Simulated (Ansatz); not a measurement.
Basis-set series for `OBO`. Charge 0, multiplicity 1. Geometry: relaxed with PBE0-D4/def2-TZVP. It is one conformer, not always the lowest.

```json
{"functional": "PBE0-D4", "basis": "def2-TZVPP", "functions": "135", "energy (Eh)": "-177.08542", "HOMO (eV)": "-9.14", "LUMO (eV)": "0.90"}
{"functional": "PBE0-D4", "basis": "def2-QZVPP", "functions": "261", "energy (Eh)": "-177.09618", "HOMO (eV)": "-9.19", "LUMO (eV)": "0.71"}
{"functional": "ωB97M-V", "basis": "def2-TZVPP", "functions": "135", "energy (Eh)": "-177.22325", "HOMO (eV)": "-11.55", "LUMO (eV)": "2.20"}
{"functional": "ωB97M-V", "basis": "def2-QZVPP", "functions": "261", "energy (Eh)": "-177.23359", "HOMO (eV)": "-11.60", "LUMO (eV)": "1.72"}
```

(1) Give the rows for def2-SVP. (Estimate.)

Answers

(1) The calculation gave: 
| functional | basis | functions | energy (Eh) | HOMO (eV) | LUMO (eV) |
| --- | --- | --- | --- | --- | --- |
| PBE0-D4 | def2-SVP | 57 | -176.87140 | -8.94 | 1.35 |
| ωB97M-V | def2-SVP | 57 | -177.00359 | -11.32 | 3.47 |

Positive LUMOs are unbound and depend on the basis.

Computed with Ansatz.
